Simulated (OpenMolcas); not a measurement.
**A workflow on OH− (hydroxide)**

Wanted: a series of 9 runs (HF/6-31G, CASSCF(8,5)/6-31G, CASPT2(8,5)/6-31G, CASPT2[IPEA 0](8,5)/6-31G, SC-NEVPT2(8,5)/6-31G, PC-NEVPT2(8,5)/6-31G, MC-PDFT[tPBE](8,5)/6-31G, MRCI(8,5)/6-31G, and more) of OH− (hydroxide). 

The calculation is run with OpenMolcas 26.06.

4 further runs of the same task are left out: 4 set aside as unsound or not needed.

### Step 1. Starting point

The species is OH− (2 atoms), meant as a singlet with charge -1. As SMILES, `[OH-]`. The O1–H2 distance was set to 1.445 Å, away from the relaxed value.

Bond lengths: O1–H2 1.445 Å.

### Step 2. A single-point energy at HF/6-31G (run 1)

Input file step1.input:

```
&gateway
 baslib=$CurrDir
 coord
 2
 angstrom
 O        0.823580      -0.263594       0.424990
 H       -0.411800       0.131800      -0.212500
 basis=6-31G
 group=NoSym

&seward

&scf
 charge=-1
 prorbitals=1 1
```

The basis set 6-31G is read from a file made from the Basis Set Exchange's data (not shown).

Started as:

```
$ export MOLCAS_MEM=1860
$ pymolcas step1.input > step1.log
```

Standard output:

```text
--- Start Module: gateway ---
[...]
--- Stop Module: gateway /rc=_RC_ALL_IS_WELL_ ---
--- Start Module: seward ---
[...]
      Basis functions           11
--- Stop Module: seward /rc=_RC_ALL_IS_WELL_ ---
--- Start Module: scf ---
[...]
       Convergence after  12 Iterations
[...]
::    Total SCF energy                                -75.2495634514
[...]
      Total spin, S                                     0.0000000000
[...]
      Total electronic charge=   10.000000
      Total            charge=   -1.000000
[...]
      Dipole Moment (debye):
      Origin of the operator (angstrom)=    0.7504   -0.2402    0.3872
                   X=  7.6077E-01               Y= -2.4349E-01               Z=  3.9258E-01           Total=  8.9004E-01
      Center of Charge (angstrom)
[...]
--- Stop Module: scf /rc=_RC_ALL_IS_WELL_ ---
[...]
```

Wall time 1.6 s (1 thread of Arm Neoverse V1, shared host); peak memory 0.37 GiB.

### Step 3. The energy at CASSCF(8,5)/6-31G (run 2)

Input file step2.input:

```
&GATEWAY
BasLib
$CurrDir
Coord
2
angstrom
O        0.823580      -0.263594       0.424990
H       -0.411800       0.131800      -0.212500
Basis
6-31G
Group
NoSym
&SEWARD
&RASSCF
FileOrb
$CurrDir/step1.ScfOrb
Spin
1
Nactel
8 0 0
Inactive
1
Ras2
5
OrbListing
Nothing
OrbAppear
Compact
```

The basis set 6-31G is read from a file made from the Basis Set Exchange's data (not shown).

Started as:

```
$ export MOLCAS_MEM=1860
$ pymolcas step2.input > step2.log
```

Standard output:

```text
--- Start Module: gateway ---
[...]
--- Stop Module: gateway /rc=_RC_ALL_IS_WELL_ ---
--- Start Module: seward ---
[...]
      Basis functions           11
--- Stop Module: seward /rc=_RC_ALL_IS_WELL_ ---
--- Start Module: rasscf ---
[...]
      Number of active orbitals                  5
[...]
      Spin quantum number                      0.0
[...]
      Active orbitals                            5
[...]
      Number of CSFs                            15
[...]
      Number of root(s) required                 1
[...]
      Convergence after  9 iterations
[...]
      printout of CI-coefficients larger than  0.05 for root  1
      energy=     -75.300786
      conf/sym  11111     Coeff  Weight
             1  22220  -0.96613 0.93340
            13  20222   0.25379 0.06441
      Natural orbitals and occupation numbers for root  1
      sym 1:   1.998218   1.871185   1.998703   1.998703   0.133191
      ************************************************************************************************************************
      *                                                    Final results                                                     *
[...]
::    RASSCF root number  1 Total energy:    -75.30078558
[...]
      Total electronic charge=   10.000000
      Total            charge=   -1.000000
[...]
      Dipole Moment (debye):
      Origin of the operator (angstrom)=    0.7504   -0.2402    0.3872
                   X=  3.5787E-01               Y= -1.1454E-01               Z=  1.8467E-01           Total=  4.1868E-01
      Center of Charge (angstrom)
[...]
--- Stop Module: rasscf /rc=_RC_ALL_IS_WELL_ ---
[...]
```

It took 1.7 s on 1 thread of Arm Neoverse V1, shared host; peak memory 0.37 GiB.

Runs 3 to 8 aren't shown in full; the table further down has their settings and results.

### Step 4. A single-point energy at MRACPF(8,5)/6-31G (run 9)

Input file step9.input:

```
* HO MR-ACPF
>>> EXPORT MOLCAS_PRINT=2

&GATEWAY
  BasLib=$CurrDir
  Coord
  2
  angstrom
  O        0.823580      -0.263594       0.424990
  H       -0.411800       0.131800      -0.212500
  Basis=6-31G
  Group=NoSym

&SEWARD

&RASSCF
  FileOrb=$CurrDir/step2.RasOrb
  Spin=1
  Nactel=8 0 0
  Inactive=1
  Ras2=5
  OrbListing=Nothing
  OrbAppear=Compact

&MOTRA
  LumOrb
  Frozen=1

&GUGA
  Electrons=8
  Spin=1
  Inactive=0
  Active=5
  CIAll=1

&MRCI
  ACPF
```

The basis set 6-31G is read from a file made from the Basis Set Exchange's data (not shown).

Started as:

```
$ export MOLCAS_MEM=1860
$ pymolcas step9.input > step9.log
```

Standard output:

```text
--- Start Module: gateway ---
[...]
--- Stop Module: gateway /rc=_RC_ALL_IS_WELL_ ---
[...]
      Basis functions           11
[...]
      Number of active orbitals                  5
[...]
      Spin quantum number                      0.0
[...]
      Active orbitals                            5
[...]
      Number of CSFs                            15
[...]
      Number of root(s) required                 1
[...]
      Convergence after  4 iterations
[...]
      printout of CI-coefficients larger than  0.05 for root  1
      energy=     -75.300786
      conf/sym  11111     Coeff  Weight
             1  22220  -0.96613 0.93340
            13  20222   0.25379 0.06441
      Natural orbitals and occupation numbers for root  1
      sym 1:   1.998218   1.871185   1.998703   1.998703   0.133191
      ************************************************************************************************************************
      *                                                    Final results                                                     *
[...]
::    RASSCF root number  1 Total energy:    -75.30078558
[...]
      Dipole Moment (debye):
      Origin of the operator (angstrom)=    0.7504   -0.2402    0.3872
                   X=  3.5787E-01               Y= -1.1454E-01               Z=  1.8467E-01           Total=  4.1868E-01
      Center of Charge (angstrom)
[...]
      *** WARNING: Default frozen orbitals is overwritten by user input.
      *** Default values:   1
[...]
--- Start Module: guga ---
[...]
--- Stop Module: guga /rc=_RC_ALL_IS_WELL_ ---
--- Start Module: mrci ---
[...]
       USE THE DEFAULT ACPF G-VALUE GFAC=  0.25000000000000000
[...]
    MR ACPF CALCULATION.
[...]
            REFERENCE CI ENERGY:   -75.30078558
[...]
        ACPF CORRELATION ENERGY:    -0.09806500
                    ACPF ENERGY:   -75.39885058
[...]
      Total electronic charge=   10.000000
      Total            charge=   -1.000000
[...]
  ACPF State   1     Total energy:    -75.39885058
[...]
--- Stop Module: mrci /rc=_RC_ALL_IS_WELL_ ---
[...]
```

Wall time 1.8 s (1 thread of Arm Neoverse V1, shared host); peak memory 0.37 GiB.

### Step 5. The series

```csv
run,level,active rule,inactive,energy (Eh),wall time
1,HF/6-31G,–,–,-75.249563,1.6 s
2,"CASSCF(8,5)/6-31G",full valence,1,-75.300786,1.7 s
3,"CASPT2(8,5)/6-31G",full valence,1,-75.394243,1.7 s
4,"CASPT2[IPEA 0](8,5)/6-31G",full valence,1,-75.395233,1.7 s
5,"SC-NEVPT2(8,5)/6-31G",full valence,1,-75.382523,1.7 s
6,"PC-NEVPT2(8,5)/6-31G",full valence,1,-75.383484,1.7 s
7,"MC-PDFT[tPBE](8,5)/6-31G",full valence,1,-75.566490,1.9 s
8,"MRCI(8,5)/6-31G",full valence,1,-75.396624,1.8 s
9,"MRACPF(8,5)/6-31G",full valence,1,-75.398851,1.8 s
```

### Step 6. Results

| quantity | value |
| --- | --- |
| run 9, MRACPF(8,5)/6-31G: total energy | -75.39885 Eh |

Below the HF energy at the same shape and in the same basis (6-31G): CASSCF(8,5) -51.2 mEh; CASPT2(8,5) -144.7 mEh; CASPT2[IPEA 0](8,5) -145.7 mEh; SC-NEVPT2(8,5) -133.0 mEh; PC-NEVPT2(8,5) -133.9 mEh; MRCI(8,5) -147.1 mEh. Active-space methods hold only the correlation inside their space unless a perturbation or CI step follows. All runs together took 16 s, the longest 1.9 s.
